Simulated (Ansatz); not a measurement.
`CC#CC=S` + H₂ → `C#CC=S` + CH₄  (hydrogenolysis of a C–C bond)

Program: Ansatz. Geometries: PBE0-D4/def2-TZVP. ΔE: electronic, gas phase. CCSD(T)/CBS adds triple-zeta CCSD(T) − MP2 to the extrapolated MP2 energy (def2 sets, frozen cores). This one scheme is used for every species.

| level | ΔE (kJ/mol) |
| --- | --- |
| HF/def2-TZVPP | -52.9 |
| CCSD(T)/def2-TZVPP | -42.0 |

Question: What does CCSD(T)/CBS give? (Estimate.)

Answer: Computed: -40.7 kJ/mol. The listed levels differ from it by -12.2, -1.3 kJ/mol.

Largest T1 diagnostic among the species: 0.016.

In def2-TZVPP, CCSD(T) changes the Hartree–Fock value by +10.9 kJ/mol (the triples alone add +3.4 kJ/mol) and MP2 by +16.9 kJ/mol. The D4 term adds +5.0 kJ/mol with B3LYP and +2.9 kJ/mol with PBE0; it sums over pairs of atoms, weighted by their polarisabilities, and B3LYP, whose exchange is more repulsive, gets the larger term. From BLYP to BHLYP (50 % exact exchange), in def2-TZVPP and without D4, ΔE moves by −4.8 kJ/mol.

B3LYP here is the variant with VWN-RPA as its local correlation; programs differ in this.
